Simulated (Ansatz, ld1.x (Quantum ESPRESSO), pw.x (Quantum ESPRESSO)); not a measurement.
pw.x on fcc Ca: one setting changed

Potential: norm-conserving Troullier–Martins (Kleinman–Bylander form), ld1.x (Quantum ESPRESSO) 7.5, PBE; core [Ar], reference 3d0 4s1.75 4p0.25; waves: 4s (bound): rc 3.15 bohr; 3d (bound, empty): rc 2.70 bohr; 4p (bound): rc 3.50 bohr; local part: the p channel; core correction: a·sin(br)/r model core, default radius (core density twice the valence density).

The reference run (k-mesh 10³, cutoffs 50/200 Ry, Fermi–Dirac 0.01 Ry, mixing_beta 0.4, conv_thr 1e-9, no spin) gives 0.22 GPa at 42.272 Å³/atom, where all-electron LAPW gives -0.01 GPa. This run, with its own iteration cap, changes nosym to true.

```
&control
  calculation='scf', prefix='x', pseudo_dir='./', outdir='./tmp', tstress=.true., disk_io='none'
/
&system
  ibrav=0, nat=1, ntyp=1, ecutwfc=50, ecutrho=200, nbnd=8,
  occupations='smearing', smearing='fd', degauss=0.01, nosym=.true.
/
&electrons
  conv_thr=1e-09, mixing_beta=0.4, electron_maxstep=50
/
ATOMIC_SPECIES
Ca 1.0 Ca.UPF
CELL_PARAMETERS angstrom
  0.00000000 2.76486714 2.76486714
  2.76486714 0.00000000 2.76486714
  2.76486714 2.76486714 0.00000000
ATOMIC_POSITIONS crystal
Ca 0.0000 0.0000 0.0000
K_POINTS automatic
10 10 10 0 0 0
```

```bash
pw.x < Ca.scf.in > Ca.scf.out
```

How does the run end?

It converges in 6 iterations; the free energy moves by +0.0 meV/atom and the pressure by +0.00 GPa. The result is that of the reference run.

```
lattice parameter (alat)  =       7.3890  a.u.
     unit-cell volume          =     285.2656 (a.u.)^3
     number of electrons       =         2.00
     number of Kohn-Sham states=            8
     kinetic-energy cutoff     =      50.0000  Ry
     charge density cutoff     =     200.0000  Ry
     scf convergence threshold =      1.0E-09
     Exchange-correlation= PBE
     number of k points=   504  Fermi-Dirac smearing, width (Ry)=  0.0100
     iteration #  1     ecut=    50.00 Ry     beta= 0.40
     total energy              =      -2.41951518 Ry
     estimated scf accuracy    <       0.00141106 Ry
     iteration #  2     ecut=    50.00 Ry     beta= 0.40
     total energy              =      -2.41978655 Ry
     estimated scf accuracy    <       0.00051236 Ry
     iteration #  3     ecut=    50.00 Ry     beta= 0.40
     total energy              =      -2.41980749 Ry
     estimated scf accuracy    <       0.00000463 Ry
     iteration #  4     ecut=    50.00 Ry     beta= 0.40
     total energy              =      -2.41980842 Ry
     estimated scf accuracy    <       0.00000009 Ry
     iteration #  5     ecut=    50.00 Ry     beta= 0.40
     total energy              =      -2.41980845 Ry
     estimated scf accuracy    <          2.9E-09 Ry
     iteration #  6     ecut=    50.00 Ry     beta= 0.40
     the Fermi energy is     2.1373 ev
!    total energy              =      -2.41980845 Ry
     estimated scf accuracy    <          1.4E-10 Ry
     smearing contrib. (-TS)   =      -0.00525099 Ry
     The total energy is F=E-TS. E is the sum of the following terms:
     one-electron contribution =       1.14005781 Ry
     hartree contribution      =       0.00178656 Ry
     xc contribution           =      -1.80137750 Ry
     ewald contribution        =      -1.75502433 Ry
     convergence has been achieved in   6 iterations
          total   stress  (Ry/bohr**3)                   (kbar)     P=        2.18
     Message from routine punch:
     Nothing written, as per user request (disk_io='none')
```

The run took about 79 s on one core of a shared host (Neoverse-V1, 32 threads, 247 GiB, load 17).
